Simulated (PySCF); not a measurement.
A geometry optimisation on difluoroborane (`FBF`).

Method: PBE0-D3(BJ)/def2-TZVP geometry optimisation, gas phase (PySCF 2.14.0). Start geometry: GFN2-xTB. The command runs a driver script over a list of jobs; the input below is this job's line of settings and its coordinates in Å.

Command:
```bash
OMP_NUM_THREADS=1 python probes_run.py task.json out
```

Input:
```
{"job": {"xc": "PBE0", "basis": "def2-TZVP", "d3": "d3bj", "grid": 2, "shake": 0.01, "kind": "geom"}, "charge": 0, "multiplicity": 1}
F     -0.628230    -1.123420    -0.002110
B      0.052240    -0.004160    -0.007860
F     -0.644350     1.111750    -0.013130
H      1.258330    -0.009550    -0.009910
```

Output:
```
step   0  E = -225.12124698  max force = 0.007213
step   1  E = -225.12141875  max force = 0.003134
step   2  E = -225.12143741  max force = 0.000982
step   3  E = -225.12141510  max force = 0.001919
step   4  E = -225.12143628  max force = 0.000536
step   5  E = -225.12143895  max force = 0.000338
optimisation converged
```

Energies in Eh; «max force» is the largest Cartesian gradient component in Eh/bohr.

Give the first gradient maximum in eV/Å.

With 1 Eh/bohr = 51.422 eV/Å, 0.371 eV/Å.

How much energy does the optimisation release, in kJ/mol?

E(step 0) − E(last step) = 0.000192 Eh, which is 0.5 kJ/mol.

Main results: final energy -225.12144 Eh after 5 steps; dipole 0.89 D.

Hardware: one thread of an Arm Neoverse N1 (shared host). Cost: 17 s of wall time, 0.39 GiB resident at most.
Labels such as C1 count atoms from 1, the log's own numbers from 0.
